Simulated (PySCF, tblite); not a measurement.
# C2H9FO2, a solvent cluster: NMR shifts, interaction energy, spin-spin couplings and core binding energies

Aim: the NMR shifts, interaction energy, spin-spin couplings and core binding energies of `F` with 2 × `CO`.

Programs: tblite 0.8.0 and PySCF 2.14.0. All values are calculated, for the isolated system unless a continuum is named. Atoms count from 0, parts from 1.

### 1 The system as given

14 atoms, charge 0, multiplicity 1; geometry: rigid parts in contact. Parts: 1 = atoms 0–1, `F`, charge 0; 2 = atoms 2–7, `CO`, charge 0; 3 = atoms 8–13, `CO`, charge 0.

### 2 Docking the parts with GFN2-xTB

Job settings and geometry (Å):

```
{"job": {"kind": "dock", "xc": "GFN2-xTB", "basis": "xTB"}, "charge": 0, "multiplicity": 1, "parts": [{"atoms": "0-1", "charge": 0, "multiplicity": 1}, {"atoms": "2-7", "charge": 0, "multiplicity": 1}, {"atoms": "8-13", "charge": 0, "multiplicity": 1}]}
F      0.226917    -0.117314     0.322028
H     -0.058851     0.659374    -0.176308
C     -0.619205     1.400452    -2.415331
O     -0.214287     1.869129    -1.138553
H     -0.094093     0.481038    -2.691849
H     -1.683949     1.200400    -2.346677
H     -0.476796     2.154134    -3.190098
H      0.683947     2.219534    -1.185376
C     -3.676792     1.146527    -0.218338
O     -4.094147     2.154679    -1.110993
H     -3.443544     0.214005    -0.748824
H     -2.782615     1.527811     0.270737
H     -4.436720     0.937058     0.541807
H     -4.946782     1.902187    -1.479396
```

With the program's defaults for keys left out, this is: GFN2-xTB search for minima from random contacts, gas phase.

Run with:

```bash
> OMP_NUM_THREADS=1 python cluster_run.py task.json out
```

One launch serves the whole session: the jobs run in the order shown.

**Question.** The jobs that follow are: PBE0-D3(BJ)/def2-SVPD geometry optimisation, gas phase; GIAO PBE0/pcSseg-1 NMR shielding, non-relativistic, gas phase; wB97M-D3(BJ)/def2-SVPD interaction energy, counterpoise and uncorrected, gas phase; PBE0-D3(BJ)/def2-SVPD interaction energy, counterpoise and uncorrected, gas phase; B3LYP/pcJ-1 indirect spin-spin coupling, non-relativistic, gas phase; delta-SCF UKS SCAN, pcX-2 on the ionised atom, pcseg-1 elsewhere, spin-free X2C. Predict: binding energy (GFN2-xTB); point group; rotational constants (main isotopes); shieldings of C, H (PBE0/pcSseg-1); largest proton shift on binding; interaction energy, counterpoise (wB97M-D3(BJ)/def2-SVPD); superposition error; binding energy (with deformation); largest coupling of the table (B3LYP/pcJ-1); F1s binding energies, SCAN/pcX-2; C1s binding energies, SCAN/pcX-2 (standing for 1 of 2 atoms); O1s binding energies, SCAN/pcX-2 (standing for 1 of 2 atoms).

The runs gave:

| quantity | value |
| --- | --- |
| binding energy (GFN2-xTB) | -13.63 kcal/mol |
| point group | C1 |
| rotational constants (main isotopes) | 3.75, 1.90, 1.30 GHz |
| shieldings of C, H (PBE0/pcSseg-1) | C2 131.5, C8 132.2, H1 23.1, H5 26.4, H11 26.9, H6 27.8, H10 27.9, H12 27.9 ppm and more |
| largest proton shift on binding | H1, +6.18 ppm |
| interaction energy, counterpoise (wB97M-D3(BJ)/def2-SVPD) | -14.29 kcal/mol |
| superposition error | 1.84 kcal/mol |
| binding energy (with deformation) | -13.69 kcal/mol |
| largest coupling of the table (B3LYP/pcJ-1) | 1J(F,H) F0–H1, 368.1 Hz |
| F1s binding energies, SCAN/pcX-2 | F0 691.56 eV |
| C1s binding energies, SCAN/pcX-2 (standing for 1 of 2 atoms) | C2 292.58 eV |
| O1s binding energies, SCAN/pcX-2 (standing for 1 of 2 atoms) | O3 539.81 eV |
| range of the interaction energy over the runs of this table | -15.33 to -14.29 kcal/mol |

What this shows: In the structure that the search hands on, at its xTB geometry, the leading contact, judged by the atoms' radii, is H1···O3 (hydrogen bond, 1.57 Å). Further contacts there: H5···O9 (weak hydrogen bond, 2.21 Å). A later relaxation moves these distances. Over 20 steps the energy fell by 0.110 eV; of the close pairs, C2–O3 changed most, 1.453 to 1.421 Å. At PBE0/pcSseg-1: The largest span, 139 ppm, is at F0, where the paramagnetic term is -42 ppm. On binding (GIAO PBE0/pcSseg-1 NMR shielding, non-relativistic, gas phase), H1 moves most among the protons, 6.18 ppm downfield. The attractive terms split as electrostatic 59 %, orbital 36 %, dispersion 5 %, against 24.41 kcal/mol of Pauli repulsion. Pairs sum to -13.19 kcal/mol; the many-body rest, -1.11, is cooperative. A part with a negative deformation was relaxed at another level. Of the pairs tabulated at B3LYP/pcJ-1, F0–H1 couples most strongly (368.1 Hz; Fermi contact 240.9 Hz). Binding moves the F1s level of F0 by -2.56 eV. The interaction energy runs from -15.33 (PBE0-D3(BJ)/def2-SVPD) to -14.29 kcal/mol (wB97M-D3(BJ)/def2-SVPD).
